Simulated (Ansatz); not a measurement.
Correlation energies of `CC1=C(Cl)C1` by basis set

```xyz
10

C     0.967    0.858   -0.782
C     0.126   -0.018    0.037
C    -0.073   -0.899    0.953
Cl    0.552   -1.921    2.136
C    -1.313   -0.444    0.289
H     0.678    1.904   -0.647
H     0.843    0.626   -1.844
H     2.021    0.750   -0.521
H    -1.990    0.237    0.811
H    -1.813   -1.094   -0.432
```

Total charge 0; spin multiplicity 1. The geometry is a stationary point of PBE0-D4/def2-TZVP. Frozen core, restricted reference, Ansatz 0.2.0. CBS rows extrapolate triple and quadruple zeta; past MP2 they add the triple-zeta difference.

```
     basis     HF (Eh)  MP2 corr.
def2-TZVPP  -613.85452   -0.84182
def2-QZVPP  -613.87391   -0.90203
```

(1) Estimate the CCSD correlation energy and the (T) correction in each basis where they were run (hartree).

Answers

(1) 
| basis | CCSD corr. | (T) |
| --- | --- | --- |
| def2-TZVPP | -0.88046 | -0.04189 |
| CBS(def2) | -0.98526 | as TZ |
